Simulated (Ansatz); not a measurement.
**BH₃ (triplet): the correlation ladder at scale of all distances = 2.374, cc-pVDZ**

How much of the correlation energy of BH₃ (triplet) does each wave-function method recover here?

Method: cc-pVDZ, core rule «outside noble gas», up to 1 orbitals frozen; program: Ansatz 0.2.0, Gaussian basis.

To be run: UHF; CCSD(T) on ROHF; CCSD(T) on UHF; BCCD(T) on ROHF; CISD; CCSDT(Q) on ROHF; CCSDT(Q) on UHF; CASSCF and MRCISD+Q, 4 electrons in 4 orbitals; CASSCF and NEVPT2, 4 electrons in 4 orbitals; CASSCF and MRCISD+Q, 6 electrons in 7 orbitals; CASSCF and NEVPT2, 6 electrons in 7 orbitals; Full CI.

8 further runs of the same task are left out: 5 that didn't finish, 3 set aside as unsound or not needed.

**1. What is computed**

The geometry derives from a PBE0/def2-TZVP stationary point (not a proven minimum). All distances are scaled together.

4 atoms, charge 0, spin multiplicity 3.

Atoms are counted from 1 here; the program's logs count them from 0.

No contacts short enough for the rule that draws bonds.

**2. UHF**

Contents of in.yaml:

```yaml
crystal:
  periodic: [false, false, false]
  atoms:
    - {symbol: B, position_ang: [-0.272741, 0.000021, 0.211409]}
    - {symbol: H, position_ang: [0.739319, 1.279794, -2.354740]}
    - {symbol: H, position_ang: [1.446935, -0.000114, 2.441948]}
    - {symbol: H, position_ang: [0.739122, -1.279903, -2.354743]}
basis:
  gaussian: {orbitals: cc-pVDZ}
magnetization: {spin_polarized: true, initial_magnetization: 2}
hamiltonian: {xc: hf}
output: {orbitals: {seedname: orbitals}}
```

The run is started by

```bash
> ansatz run in.yaml --threads 1 --pin off --events-out ev --progress --plain --max-ram 2393MiB
```

After this run come: CCSD(T) on ROHF; CCSD(T) on UHF; BCCD(T) on ROHF; CISD; CCSDT(Q) on ROHF; CCSDT(Q) on UHF; CASSCF and MRCISD+Q, 4 electrons in 4 orbitals; CASSCF and NEVPT2, 4 electrons in 4 orbitals; CASSCF and MRCISD+Q, 6 electrons in 7 orbitals; CASSCF and NEVPT2, 6 electrons in 7 orbitals; Full CI.

Before running them: what should the planned runs give, taken together? Wanted: FCI below the RHF energy; RMP2 from FCI; UMP2 from FCI; RCCSD from FCI; RCCSD(T) from FCI; UCCSD(T) from FCI; RCCSDT(Q) from FCI; UCCSDT(Q) from FCI; NEVPT2 pair from FCI.

The runs gave:

| quantity | value |
| --- | --- |
| FCI below the RHF energy | -3.9310 eV |
| RMP2 from FCI | +171.0 kJ/mol |
| UMP2 from FCI | +89.8 kJ/mol |
| RCCSD from FCI | +24.0 kJ/mol |
| RCCSD(T) from FCI | +3.4 kJ/mol |
| UCCSD(T) from FCI | +13.3 kJ/mol |
| RCCSDT(Q) from FCI | +1.7 kJ/mol |
| UCCSDT(Q) from FCI | -0.6 kJ/mol |
| NEVPT2 pair from FCI | +68.1 kJ/mol |
| MRCISD+Q pair from FCI | -2.9 kJ/mol |
| levels within 1 kcal/mol (43 meV) | RCCSD(T), RCCSDT, UCCSDT, RCCSDT(Q), UCCSDT(Q), MRCISD+Q pair |
| T1 diagnostic | 0.089 |
| effectively unpaired electrons | 3.32 |

RCCSD(T) lands +3.4 kJ/mol from the yardstick (0.9 % of the correlation energy). CCSD(T) misses by +3.4 kJ/mol on the restricted determinant and by +13.3 kJ/mol on the unrestricted one; the two need not hold the same state or core. UCCSDT(Q), MRCISD+Q pair fall below full CI: unrestricted runs freeze a spin-polarised core, another one than full CI's, and coupled cluster isn't variational. With 3.3 effectively unpaired electrons against 2 the state is strongly multireference. Coupled cluster on one determinant still stays close here. Of the multireference levels listed MRCISD+Q pair comes nearest in total energy (-2.9 kJ/mol), which doesn't show that its space is the better one. These misses are within one basis, not against nature; the frozen cores of restricted and unrestricted runs differ, which can shift their rows.
